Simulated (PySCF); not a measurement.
**[NH3]+•: adiabatic energies of losing or gaining an electron at several levels**

The parent is a doublet.

All levels share the PBE0-D3(BJ)/def2-SVP structures and the PBE0-D3(BJ)/def2-SVP thermal terms; only the single-point energies (PySCF) change. Values are adiabatic energies of losing or gaining an electron (0 K, eV).

| level | recombination energy to the singlet neutral | abs. error | time |
| --- | --- | --- | --- |
| HF/aug-cc-pVTZ | 8.56 | 1.62 | 1.8 s |
| CCSD(T)/aug-cc-pVTZ | 10.10 | 0.09 | 3.3 min |
| ωB97X-D3(BJ)/ma-def2-TZVP | 10.18 | 0.01 | – |
| MP2/aug-cc-pVTZ | 10.19 | 0.01 | 10 s |
| ATcT 1.112 | 10.19 |  |  |

Times are wall times for all single points of a level on 1 thread of Intel Xeon @ 2.60GHz, a shared host; the dash marks the run that also made the structures.

Hartree-Fock leaves out electron correlation, so its ionisation energies and electron affinities from energy differences mostly come out too low, often by 1 eV or more, where an electron pair is broken or made.

The spread: 1.63 eV, from 8.56 to 10.19.
